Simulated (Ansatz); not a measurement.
**CF (quartet): RPA-PBE over vertical spin and charge gaps, cc-pVTZ**

How well do these functionals follow the top wave-function level for CF (quartet) over vertical spin and charge gaps?

Program: Ansatz 0.2.0, Gaussian basis. Level of theory: cc-pVTZ, all electrons in the functionals, frozen cores in the correlation of double hybrids and RPA. These are calculated values, not measurements.

The runs, in order: RPA-PBE, at charge 0, quartet; charge 0, doublet; charge 0, sextet; charge 1, triplet; charge 1, quintet.

## (1) The geometry

The geometry is a PBE0/def2-TZVP stationary point (not a proven minimum).

2 atoms, charge 0, spin multiplicity 4.

Atoms are counted from 1 here; the program's logs count them from 0.

Bond lengths: C1–F2 1.316 Å.

No dispersion term is added.

The geometry shown and the zero of energy belong to the point charge 0, quartet. The yardstick, UCCSDT(Q), and other wave-function levels (R restricted, U unrestricted, valence and pair active spaces) come from earlier runs.

## (2) RPA-PBE, charge 0, quartet

in.yaml reads:

```yaml
crystal:
  periodic: [false, false, false]
  atoms:
    - {symbol: C, position_ang: [0.000000, 0.000000, 0.000000]}
    - {symbol: F, position_ang: [0.000000, 0.000000, 1.315900]}
basis:
  gaussian: {orbitals: cc-pVTZ}
magnetization: {spin_polarized: true, initial_magnetization: 3}
hamiltonian: {xc: {name: PBE}}
correlation: {method: rpa, electrons: outside_noble_gas}
```

On the command line:

```console
$ ansatz run in.yaml --threads 1 --pin off --events-out ev --progress --plain --max-ram 3968MiB --backend cpu
```

The runs that follow: RPA-PBE, charge 0, doublet; RPA-PBE, charge 0, sextet; RPA-PBE, charge 1, triplet; RPA-PBE, charge 1, quintet.

**Question.** What will the summary of the whole plan be? Wanted: quartet to doublet, UCCSDT(Q); quartet to sextet, UCCSDT(Q); ionisation to the triplet cation, UCCSDT(Q); ionisation to the quintet cation, UCCSDT(Q); largest miss, RPA-PBE.

As calculated:

| quantity | value |
| --- | --- |
| quartet to doublet, UCCSDT(Q) | -336.8 kJ/mol |
| quartet to sextet, UCCSDT(Q) | 1292.6 kJ/mol |
| ionisation to the triplet cation, UCCSDT(Q) | 1011.6 kJ/mol |
| ionisation to the quintet cation, UCCSDT(Q) | 1635.7 kJ/mol |
| largest miss, RPA-PBE | -24.6 kJ/mol (quartet to doublet) |

In words: RPA-PBE strays by up to 24.6 kJ/mol, at quartet to doublet. Functionals and the yardstick converge differently with the basis, so part of each miss in cc-pVTZ is the basis.
